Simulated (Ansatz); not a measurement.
Born–Oppenheimer molecular dynamics of CH$_{9}$AlSi (12 atoms, charge 0, multiplicity 1). It starts from a rough guess of a transition structure, not a stationary point.

The calculation used UHF/6-31G (Ansatz).

```json
{
 "ensemble": "NVE (velocity Verlet)",
 "time step": "0.5 fs",
 "steps asked": "150",
 "starting velocities drawn for": "300 K",
 "seed": "372863"
}
```

Frames 1 fs apart, positions in Å, forces in eV/Å.

Velocities at 15.0 fs (Å/ps):

```
Al 1.02 6.85 10.27
Si -0.32 -3.97 6.30
H 6.91 20.94 -2.44
H -22.87 26.46 -27.99
H -17.95 -119.88 -89.66
C 5.31 5.53 -20.25
H 8.84 -27.29 -17.77
H 7.12 9.02 -3.97
H -18.15 -20.53 -6.36
H 22.93 3.01 -7.07
H -30.59 6.02 -18.65
H -37.79 -36.40 -35.36
```

```xyz
12
Properties=species:S:1:pos:R:3:forces:R:3 time_fs=15.0 energy_less_start_eV=-1.961 T=1797
Al 0.122 -0.956 1.067 0.45 0.88 -0.12
Si 0.166 1.629 0.756 -0.01 -1.50 1.09
H -1.278 -1.669 1.288 -0.09 -0.17 0.28
H 1.482 -1.797 0.794 -0.20 0.08 0.40
H 0.231 -0.048 -1.063 1.87 2.73 1.42
C -0.201 -0.833 -1.493 -1.75 -3.39 -4.27
H -1.121 2.010 0.141 -0.26 0.23 -0.25
H 0.295 2.277 2.065 0.06 0.60 0.40
H 1.301 1.999 -0.108 0.24 0.21 -0.30
H -1.241 -0.965 -1.212 0.31 -0.28 0.17
H 0.399 -1.744 -1.545 -0.36 0.20 0.93
H -0.226 -0.613 -2.566 -0.26 0.41 0.25
12
Properties=species:S:1:pos:R:3:forces:R:3 time_fs=16.0 energy_less_start_eV=-1.195 T=1231
Al 0.123 -0.949 1.077 0.31 1.06 -0.18
Si 0.166 1.625 0.763 -0.09 -1.59 0.93
H -1.271 -1.649 1.287 -0.24 -0.27 0.33
H 1.458 -1.770 0.768 0.06 -0.11 0.38
H 0.227 -0.146 -1.141 6.07 9.65 5.10
C -0.197 -0.830 -1.515 -6.01 -9.65 -8.07
H -1.113 1.984 0.122 -0.32 0.28 -0.19
H 0.303 2.289 2.063 0.03 0.58 0.37
H 1.284 1.979 -0.116 0.40 0.26 -0.36
H -1.217 -0.963 -1.218 -0.19 -0.20 0.40
H 0.367 -1.738 -1.559 0.09 -0.50 0.81
H -0.265 -0.647 -2.600 -0.12 0.49 0.48
12
Properties=species:S:1:pos:R:3:forces:R:3 time_fs=17.0 energy_less_start_eV=-1.429 T=1403
Al 0.125 -0.942 1.088 0.13 1.24 -0.20
Si 0.165 1.620 0.770 -0.15 -1.49 0.90
H -1.267 -1.631 1.289 -0.35 -0.33 0.36
H 1.435 -1.745 0.745 0.33 -0.29 0.33
H 0.278 -0.157 -1.174 5.45 8.14 4.09
C -0.197 -0.833 -1.544 -5.46 -7.59 -7.10
H -1.109 1.960 0.101 -0.29 0.28 -0.10
H 0.310 2.306 2.065 -0.01 0.53 0.24
H 1.271 1.962 -0.127 0.47 0.27 -0.34
H -1.195 -0.963 -1.220 -0.73 -0.06 0.69
H 0.336 -1.737 -1.566 0.56 -1.27 0.64
H -0.305 -0.677 -2.630 0.04 0.58 0.51
12
Properties=species:S:1:pos:R:3:forces:R:3 time_fs=18.0 energy_less_start_eV=-2.179 T=1968
Al 0.126 -0.934 1.098 -0.07 1.36 -0.19
Si 0.165 1.615 0.777 -0.17 -1.25 0.89
H -1.266 -1.617 1.294 -0.39 -0.36 0.36
H 1.416 -1.722 0.726 0.57 -0.45 0.27
H 0.378 -0.094 -1.169 0.74 1.49 0.29
C -0.202 -0.843 -1.578 -0.86 -0.89 -3.14
H -1.107 1.939 0.080 -0.19 0.27 0.03
H 0.318 2.329 2.068 -0.06 0.44 0.04
H 1.263 1.948 -0.141 0.43 0.25 -0.25
H -1.180 -0.964 -1.216 -1.04 0.13 0.89
H 0.310 -1.748 -1.566 0.86 -1.64 0.48
H -0.345 -0.701 -2.654 0.18 0.66 0.32
12
Properties=species:S:1:pos:R:3:forces:R:3 time_fs=19.0 energy_less_start_eV=-2.100 T=1918
Al 0.127 -0.926 1.108 -0.24 1.39 -0.20
Si 0.164 1.609 0.784 -0.15 -0.93 0.83
H -1.269 -1.606 1.304 -0.36 -0.35 0.36
H 1.401 -1.703 0.709 0.72 -0.56 0.24
H 0.487 -0.014 -1.160 -2.03 -1.99 -1.65
C -0.207 -0.854 -1.615 1.62 1.84 -0.63
H -1.107 1.921 0.058 -0.06 0.24 0.18
H 0.325 2.355 2.072 -0.11 0.31 -0.19
H 1.258 1.935 -0.158 0.32 0.21 -0.07
H -1.175 -0.963 -1.203 -0.79 0.37 0.83
H 0.293 -1.773 -1.562 0.78 -1.20 0.29
H -0.383 -0.719 -2.676 0.28 0.69 0.02
12
Properties=species:S:1:pos:R:3:forces:R:3 time_fs=20.0 energy_less_start_eV=-1.701 T=1613
Al 0.128 -0.917 1.118 -0.36 1.29 -0.22
Si 0.164 1.603 0.792 -0.09 -0.59 0.68
H -1.276 -1.599 1.316 -0.26 -0.31 0.34
H 1.394 -1.690 0.695 0.76 -0.60 0.24
H 0.578 0.048 -1.166 -3.04 -3.17 -2.26
C -0.211 -0.863 -1.652 2.25 1.81 0.98
H -1.108 1.905 0.038 0.08 0.22 0.32
H 0.331 2.385 2.075 -0.15 0.16 -0.40
H 1.257 1.925 -0.176 0.16 0.16 0.14
H -1.176 -0.959 -1.183 -0.09 0.58 0.45
H 0.282 -1.810 -1.555 0.41 -0.21 0.00
H -0.418 -0.730 -2.697 0.34 0.65 -0.27
12
Properties=species:S:1:pos:R:3:forces:R:3 time_fs=21.0 energy_less_start_eV=-1.372 T=1361
Al 0.129 -0.908 1.128 -0.42 1.09 -0.25
Si 0.163 1.597 0.800 -0.01 -0.26 0.46
H -1.284 -1.594 1.331 -0.11 -0.23 0.32
H 1.393 -1.683 0.682 0.67 -0.56 0.27
H 0.640 0.081 -1.193 -3.37 -3.49 -2.37
C -0.214 -0.871 -1.689 2.22 1.12 2.23
H -1.107 1.891 0.022 0.19 0.19 0.45
H 0.335 2.416 2.073 -0.19 0.01 -0.56
H 1.257 1.917 -0.192 0.01 0.11 0.34
H -1.179 -0.950 -1.158 0.66 0.70 -0.11
H 0.276 -1.849 -1.548 -0.01 0.79 -0.37
H -0.450 -0.735 -2.722 0.35 0.53 -0.43
12
Properties=species:S:1:pos:R:3:forces:R:3 time_fs=22.0 energy_less_start_eV=-1.262 T=1277
Al 0.130 -0.898 1.137 -0.41 0.79 -0.28
Si 0.163 1.590 0.808 0.08 0.04 0.21
H -1.294 -1.592 1.350 0.07 -0.15 0.29
H 1.399 -1.681 0.673 0.49 -0.45 0.32
H 0.670 0.080 -1.243 -3.45 -3.52 -2.28
C -0.214 -0.877 -1.723 2.06 0.67 3.06
H -1.106 1.879 0.009 0.25 0.17 0.54
H 0.338 2.447 2.066 -0.22 -0.13 -0.65
H 1.257 1.909 -0.205 -0.13 0.05 0.51
H -1.175 -0.933 -1.134 1.19 0.72 -0.65
H 0.270 -1.881 -1.545 -0.30 1.46 -0.73
H -0.479 -0.735 -2.750 0.36 0.36 -0.35
12
Properties=species:S:1:pos:R:3:forces:R:3 time_fs=23.0 energy_less_start_eV=-1.440 T=1414
Al 0.131 -0.888 1.147 -0.35 0.44 -0.30
Si 0.162 1.584 0.816 0.18 0.29 -0.06
H -1.303 -1.591 1.372 0.24 -0.06 0.26
H 1.410 -1.683 0.667 0.25 -0.30 0.38
H 0.667 0.045 -1.315 -3.36 -3.35 -2.07
C -0.213 -0.884 -1.756 1.89 0.62 3.33
H -1.101 1.869 0.002 0.26 0.16 0.59
H 0.338 2.477 2.053 -0.23 -0.24 -0.66
H 1.256 1.902 -0.213 -0.21 0.00 0.62
H -1.160 -0.910 -1.117 1.38 0.65 -1.05
H 0.261 -1.899 -1.548 -0.43 1.68 -0.99
H -0.504 -0.732 -2.781 0.38 0.12 -0.06
12
Properties=species:S:1:pos:R:3:forces:R:3 time_fs=24.0 energy_less_start_eV=-1.886 T=1756
Al 0.132 -0.878 1.157 -0.27 0.08 -0.31
Si 0.162 1.578 0.824 0.25 0.48 -0.29
H -1.310 -1.590 1.396 0.39 0.01 0.22
H 1.423 -1.688 0.664 0.00 -0.14 0.44
H 0.632 -0.021 -1.406 -2.89 -2.79 -1.65
C -0.211 -0.890 -1.785 1.55 0.75 2.98
H -1.095 1.860 0.001 0.22 0.15 0.59
H 0.337 2.505 2.034 -0.23 -0.31 -0.60
H 1.253 1.895 -0.215 -0.24 -0.05 0.66
H -1.133 -0.881 -1.109 1.24 0.52 -1.23
H 0.248 -1.901 -1.562 -0.39 1.44 -1.13
H -0.526 -0.727 -2.812 0.38 -0.14 0.31
12
Properties=species:S:1:pos:R:3:forces:R:3 time_fs=25.0 energy_less_start_eV=-2.377 T=2128
Al 0.132 -0.868 1.166 -0.17 -0.26 -0.30
Si 0.162 1.572 0.832 0.31 0.61 -0.48
H -1.313 -1.590 1.422 0.49 0.08 0.19
H 1.436 -1.694 0.666 -0.22 0.01 0.48
H 0.570 -0.113 -1.513 -1.36 -1.20 -0.81
C -0.207 -0.895 -1.813 0.36 0.31 1.88
H -1.086 1.853 0.005 0.12 0.14 0.54
H 0.333 2.530 2.009 -0.21 -0.32 -0.46
H 1.247 1.887 -0.211 -0.21 -0.08 0.63
H -1.093 -0.847 -1.114 0.80 0.38 -1.15
H 0.231 -1.889 -1.585 -0.22 0.75 -1.11
H -0.544 -0.724 -2.841 0.32 -0.41 0.59
12
Properties=species:S:1:pos:R:3:forces:R:3 time_fs=26.0 energy_less_start_eV=-2.367 T=2114
Al 0.133 -0.858 1.176 -0.08 -0.56 -0.28
Si 0.161 1.566 0.840 0.34 0.67 -0.60
H -1.311 -1.589 1.450 0.55 0.12 0.15
H 1.447 -1.700 0.672 -0.39 0.14 0.50
H 0.496 -0.216 -1.627 2.61 2.68 0.65
C -0.203 -0.900 -1.839 -3.07 -2.13 -0.11
H -1.076 1.847 0.014 -0.02 0.14 0.45
H 0.327 2.551 1.980 -0.18 -0.28 -0.26
H 1.240 1.878 -0.201 -0.12 -0.09 0.53
H -1.046 -0.809 -1.129 0.15 0.27 -0.79
H 0.212 -1.871 -1.619 0.07 -0.30 -0.92
H -0.559 -0.725 -2.864 0.16 -0.63 0.68
```

Of the whole run (75 fs, mean temperature of the second half 1857 K): The conserved energy stayed within 2.2 meV per atom of its start (net change -0.68 meV per atom), so there is no drift, though single steps change it by up to 26 meV in the whole system, a sign of fast motions only just resolved. The system heated up, since it started high on the potential surface and ran downhill. A run of 0.075 ps of so small a system gives no equilibrium averages. The orbitals stay closed-shell, which can raise the energy where a bond breaks towards radicals; this wasn't checked here. Limits of this set-up: no polarisation functions.

Time of the run: 2.7 min on 1 CPU thread of a shared host.
